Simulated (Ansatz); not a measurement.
Relaxation of C₂H₃O₂ (7 atoms, charge 1, multiplicity 1), to a largest force component of 0.02 eV/Å in at most 40 steps.

Method: RKS r2SCAN-D4/6-31G (Ansatz 0.2.0).

```xyz
7
Properties=species:S:1:pos:R:3
O -1.881 -0.330 -1.129
C -0.843 -0.153 -0.440
C 0.117 0.199 0.197
O 1.094 0.365 1.153
H -1.760 -0.687 -2.022
H 1.710 1.082 0.885
H 1.563 -0.475 1.355
```

Where does it end, and by what steps?

It converged. Limits of this set-up: no polarisation functions, the dipole of an ion depends on the origin. After 11 steps the energy has fallen by 0.320 eV; O4 moved furthest, 0.25 Å.

```
step  energy less start (eV)  largest force component (eV/Å)  accepted
   0                  0.0000                           1.706       yes
   1                 -0.1657                           0.923       yes
   2                 -0.1458                           2.167        no
   3                 -0.2608                           0.446       yes
   4                 -0.2970                           0.436       yes
   5                 -0.3104                           0.237       yes
   6                 -0.3166                           0.069       yes
   7                 -0.3189                           0.101       yes
   8                 -0.3197                           0.073       yes
   9                 -0.3199                           0.055       yes
  10                 -0.3198                           0.088        no
  11                 -0.3201                           0.018       yes
```

```xyz
7
Properties=species:S:1:pos:R:3
O -1.898 -0.461 -1.081
C -0.773 -0.159 -0.517
C 0.105 0.389 0.140
O 1.226 0.307 0.949
H -1.879 -0.689 -2.038
H 1.760 1.119 1.092
H 1.458 -0.506 1.456
```

Run time: 15 s on 1 thread of Arm Neoverse V2, on a shared host, peak memory 0.095 GiB.
